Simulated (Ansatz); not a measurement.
# C2H6Si (SMILES CC[SiH]): levels of theory compared

Aim: a comparison of 6 runs (BLYP/cc-pVDZ, r2SCAN0/cc-pVDZ, revPBE/cc-pVDZ, RPA@PBE0/cc-pVDZ, BCCD(T)/cc-pVDZ, CCSD(T)/cc-pVDZ) of C2H6Si. 

The results are computed with Ansatz 0.2.0.

60 further runs of the same task are left out: 60 set aside as unsound or not needed.

## 1. Starting point

C2H6Si: 9 atoms, total charge 0, spin state singlet. As SMILES, `CC[SiH]`. The C2–Si3 distance was set to 2.458 Å, away from the relaxed value.

Bond lengths: C1–C2 1.523 Å, C1–H4 1.094 Å, C1–H5 1.093 Å, C1–H6 1.092 Å, C2–H7 1.095 Å, C2–H8 1.111 Å, Si3–H9 1.532 Å. Angles: C1–C2–H7 111.7°, C1–C2–H8 109.8°, C2–C1–H4 112.0°, C2–C1–H5 111.1°, C2–C1–H6 111.0°, H7–C2–H8 104.1°, H4–C1–H5 107.1°, H4–C1–H6 108.1°, H5–C1–H6 107.3°. A long bond or contact: C2–Si3 2.458 Å.

## 2. The energy at BLYP/cc-pVDZ (run 1)

Contents of run.yaml:

```yaml
crystal:
  periodic: [false, false, false]
  atoms:
    - symbol: C
      position_ang: [-0.909087, 0.434075, -1.029946]
    - symbol: C
      position_ang: [0.107913, -0.625325, -0.626146]
    - symbol: Si
      position_ang: [1.475100, -0.358700, 1.398700]
    - symbol: H
      position_ang: [-1.524387, 0.111575, -1.874946]
    - symbol: H
      position_ang: [-0.413487, 1.361475, -1.327746]
    - symbol: H
      position_ang: [-1.573887, 0.674775, -0.197746]
    - symbol: H
      position_ang: [0.735513, -0.926325, -1.471546]
    - symbol: H
      position_ang: [-0.418487, -1.559225, -0.333846]
    - symbol: H
      position_ang: [0.401100, 0.410600, 2.175300]
basis:
  gaussian:
    orbitals: cc-pVDZ
hamiltonian:
  xc: {name: BLYP}
accuracy: high
output: {orbitals: {seedname: orbitals}}
```

Command:

```bash
ansatz run run.yaml --threads 1 --pin off --max-ram 3480MiB --events-out events.jsonl --progress --plain --runs-dir runs
```

The log of the run:

```text
Warning: RAYON_NUM_THREADS=1 ignored (pool sized by the plan → 1); use --threads N
Functional definition: BLYP
  name "BLYP"
  parameter beta = 0.0042
  parameter a = 0.04918
  parameter b = 0.132
  parameter c = 0.2533
  parameter d = 0.349
  exchange = b88_x(beta = beta)
  correlation = lyp_c(a = a, b = b, c = c, d = d)
1827 factors; integrals over basis functions are off by at most 3.7e-9 eV
mean field evaluation 1: about -10031.8503 eV, gradient 6.8e1 eV
mean field evaluation 2: about -9923.7691 eV, gradient 1.5e2 eV
mean field evaluation 4: about -10044.1569 eV, gradient 1.6e1 eV
mean field evaluation 8: about -10045.1128 eV, gradient 3.7e-1 eV
mean field evaluation 16: about -10045.1134 eV, gradient 3.6e-5 eV
mean field -10045.11339092 eV, -369.1511082938 hartree, gradient 4.9e-8 eV, S^2 0.000000; 1 other end points of the search recorded, 0 dependent functions left out
reference -10045.11344741 eV, -369.1511103699 hartree; 16, 16 occupied and 60, 60 virtual orbitals, 1827 factors
Total energy: -10045.11344741 eV, -369.1511103699 hartree
```

It took 5.4 s on 1 thread of Arm Neoverse V1, shared host; peak memory 0.19 GiB.

## 3. The energy at r2SCAN0/cc-pVDZ (run 2)

Contents of run.yaml:

```yaml
crystal:
  periodic: [false, false, false]
  atoms:
    - {symbol: C, position_ang: [-0.909087, 0.434075, -1.029946]}
    - {symbol: C, position_ang: [0.107913, -0.625325, -0.626146]}
    - {symbol: Si, position_ang: [1.475100, -0.358700, 1.398700]}
    - {symbol: H, position_ang: [-1.524387, 0.111575, -1.874946]}
    - {symbol: H, position_ang: [-0.413487, 1.361475, -1.327746]}
    - {symbol: H, position_ang: [-1.573887, 0.674775, -0.197746]}
    - {symbol: H, position_ang: [0.735513, -0.926325, -1.471546]}
    - {symbol: H, position_ang: [-0.418487, -1.559225, -0.333846]}
    - {symbol: H, position_ang: [0.401100, 0.410600, 2.175300]}
basis:
  gaussian:
    orbitals: cc-pVDZ
hamiltonian:
  xc: {name: r2SCAN0}
accuracy: high
output:
  orbitals: {seedname: orbitals}
```

Command:

```bash
ansatz run run.yaml --threads 1 --pin off --max-ram 3480MiB --events-out events.jsonl --progress --plain --runs-dir runs
```

The log of the run:

```text
Warning: RAYON_NUM_THREADS=1 ignored (pool sized by the plan → 1); use --threads N
Functional definition: r2SCAN0
  name "r2SCAN0"
  parameter a = 0.25
  parameter k0 = 0.174
  parameter k1 = 0.065
  parameter a1 = 4.9479
  exchange = (1 - a)*r2scan_x(k0 = k0, k1 = k1, a1 = a1) + a*exact_x
  correlation = r2scan_c
1827 factors; integrals over basis functions are off by at most 3.7e-9 eV
mean field evaluation 1: about -10037.2128 eV, gradient 4.8e1 eV
mean field evaluation 2: about -9988.7535 eV, gradient 1.2e2 eV
mean field evaluation 4: about -10043.9101 eV, gradient 4.7e0 eV
mean field evaluation 8: about -10043.9809 eV, gradient 5.0e-1 eV
mean field evaluation 16: about -10043.9817 eV, gradient 6.2e-5 eV
mean field -10043.98165591 eV, -369.1095177994 hartree, gradient 2.0e-8 eV, S^2 0.000000; 0 other end points of the search recorded, 0 dependent functions left out
reference -10043.98165649 eV, -369.1095178207 hartree; 16, 16 occupied and 60, 60 virtual orbitals, 1827 factors
Total energy: -10043.98165649 eV, -369.1095178207 hartree
```

Run time: 11 s. Hardware: 1 thread of Arm Neoverse V1, shared host; peak memory 0.27 GiB.

Runs 3 to 5 aren't shown in full; the table further down has their settings and results.

## 4. A single-point energy at CCSD(T)/cc-pVDZ (run 6)

Contents of input.yaml:

```yaml
crystal:
  periodic: [false, false, false]
  atoms:
    - {symbol: C, position_ang: [-0.909087, 0.434075, -1.029946]}
    - {symbol: C, position_ang: [0.107913, -0.625325, -0.626146]}
    - {symbol: Si, position_ang: [1.475100, -0.358700, 1.398700]}
    - {symbol: H, position_ang: [-1.524387, 0.111575, -1.874946]}
    - {symbol: H, position_ang: [-0.413487, 1.361475, -1.327746]}
    - {symbol: H, position_ang: [-1.573887, 0.674775, -0.197746]}
    - {symbol: H, position_ang: [0.735513, -0.926325, -1.471546]}
    - {symbol: H, position_ang: [-0.418487, -1.559225, -0.333846]}
    - {symbol: H, position_ang: [0.401100, 0.410600, 2.175300]}
basis:
  gaussian:
    orbitals: cc-pVDZ
correlation:
  method: ccsd_t
  frozen_orbitals: {C: 1, H: 0, Si: 5}
accuracy: high
scf:
  omitted_lower_state_checks: [cluster_reference, increment]
```

Command:

```bash
ansatz run input.yaml --threads 1 --pin off --max-ram 3480MiB --events-out events.jsonl --progress --plain --runs-dir runs
```

The log of the run:

```text
Warning: RAYON_NUM_THREADS=1 ignored (pool sized by the plan → 1); use --threads N
[... 11 lines left out ...]
7 core orbitals not correlated: weight in the atoms' cores, before any rotation towards them, 1.000 or more for the frozen orbitals, at most 0.000 for the correlated occupied ones
[... 32 lines left out ...]
Total energy: -10027.47041216 eV, -368.5027407832 hartree
Checks for a lower state left out: cluster_reference, increment
```

It took 9.9 s on 1 thread of Arm Neoverse V1, shared host; peak memory 0.4 GiB.

## 5. All runs side by side

```tsv
run	level	frozen core orbitals	energy (Eh)	wall time
1	BLYP/cc-pVDZ	–	-369.151110	5.4 s
2	r2SCAN0/cc-pVDZ	–	-369.109518	11 s
3	revPBE/cc-pVDZ	–	-369.126283	5.4 s
4	RPA@PBE0/cc-pVDZ	7	-368.652244	11 s
5	BCCD(T)/cc-pVDZ	7	-368.502775	14 s
6	CCSD(T)/cc-pVDZ	7	-368.502741	9.9 s
```

## 6. Outcome

| quantity | value |
| --- | --- |
| run 6: total energy | -368.50274 Eh |
| run 6: correlation energy (7 core orbitals frozen) | -447.7 mEh |
| run 6: (T) correction | -13.67 mEh |
| run 6: T1 diagnostic | 0.012 |

In words: Over runs 1, 2, 3 the HOMO–LUMO gap runs from 1.37 eV (BLYP/cc-pVDZ) to 3.42 eV (r2SCAN0/cc-pVDZ). Totals of different functionals can't be ranked against each other. In runs 5, 6 the log says that unrestricted orbitals would lower the reference, so the values rest on an unstable closed-shell determinant (other closed-shell runs at this shape may share the fault). All runs together took 57 s, the longest 14 s.
